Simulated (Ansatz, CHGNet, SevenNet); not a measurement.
## Chalcopyrite CuGaSe2: properties by level of theory

Reference values: lattice constant a 5.619 Å (measured, 293 K, no zero-point or thermal correction, sources range from 5.596 to 5.619; as tabulated in Souilah et al., J. Solid State Chem. 183, 2274 (2010), by the Crystallography …); lattice parameter c 11.026 Å (measured, 293 K, no zero-point or thermal correction; as tabulated in Souilah et al., J. Solid State Chem. 183, 2274 (2010), by the Crystallography …).

```json
[
 {"level (code)": "CHGNet-r²SCAN (CHGNet)", "lattice constant a (Å)": "___", "c axis length (Å)": "11.095"},
 {"level (code)": "SevenNet-0 (SevenNet)", "lattice constant a (Å)": "5.672", "c axis length (Å)": "11.245"},
 {"level (code)": "SevenNet-l3i5 (SevenNet)", "lattice constant a (Å)": "5.667", "c axis length (Å)": "11.255"},
 {"level (code)": "LDA (Ansatz)", "lattice constant a (Å)": "5.509", "c axis length (Å)": "10.960"},
 {"level (code)": "PBE (Ansatz)", "lattice constant a (Å)": "5.672", "c axis length (Å)": "11.259"}
]
```

**Question.** Fill in the missing entries.

**Answer.** 
- CHGNet-r²SCAN (CHGNet), lattice constant a (Å): 5.604

Differences from the reference values (errors of the level alone only where the reference is corrected to a static lattice):

```csv
level,lattice constant a (%),lattice parameter c (%)
CHGNet-r²SCAN,-0.27,+0.63
SevenNet-0,+0.94,+1.99
SevenNet-l3i5,+0.85,+2.08
LDA,-1.96,-0.60
PBE,+0.94,+2.11
```

Nearest: lattice constant a, not ranked (reference at room or unstated temperature); lattice parameter c, not ranked (reference at room or unstated temperature).

Machine-learned potentials (CHGNet-r²SCAN, SevenNet-0, SevenNet-l3i5) are trained on DFT data, which may include these solids.

Ansatz's density-functional and Hartree–Fock values are scalar-relativistic unless marked +SOC, with PAW data made under PBE.

Differences are worked out from the printed values.

Computed values are for the static lattice.

Ansatz is a first-principles code.
